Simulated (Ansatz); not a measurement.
Species: HO, SMILES `[OH]` (charge 0, multiplicity 2).

Q: Give a relaxed geometry from Ansatz (a first-principles code) with B3LYP-D3(BJ)/def2-TZVP.

A: the end point of this relaxation (outside a Z-matrix the atoms follow the SMILES, hydrogens last).
Z-matrix (Å, degrees):
```
O
H 1 0.9766
```
